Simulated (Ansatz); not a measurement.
Program: Ansatz. Geometries: PBE0-D4/def2-TZVP. ΔE: electronic, gas phase. CCSD(T)/CBS adds triple-zeta CCSD(T) − MP2 to the extrapolated MP2 energy (def2 sets, frozen cores). This one scheme is used for every species. DFT in def2-TZVPP. One conformer a species, not always the lowest.

Reaction (formal hydrolysis of a C–C bond): `CCSCN` + H₂O → `NCSCO` + CH₄

CCSD(T)/CBS gives +8.8 kcal/mol.

**Question.** Another level gave +6.8 kcal/mol. Which?
A. PBE/def2-TZVPP
B. ωB97M-V/def2-TZVPP
C. PBE0/def2-TZVPP
D. MP2/def2-TZVPP

**Answer.** B. ωB97M-V 6.8, PBE0 5.8, PBE 4.2, MP2/def2-TZVPP 9.3 kcal/mol.

Largest T1 diagnostic among the species: 0.011.

From PBE to PBE0 (25 % exact exchange), in def2-TZVPP and without D4, ΔE moves by +1.6 kcal/mol. The D4 term adds +1.5 kcal/mol with B3LYP and +0.8 kcal/mol with PBE0; it sums over pairs of atoms, weighted by their polarisabilities, and B3LYP, whose exchange is more repulsive, gets the larger term.

B3LYP here is the variant with VWN-RPA as its local correlation; programs differ in this.
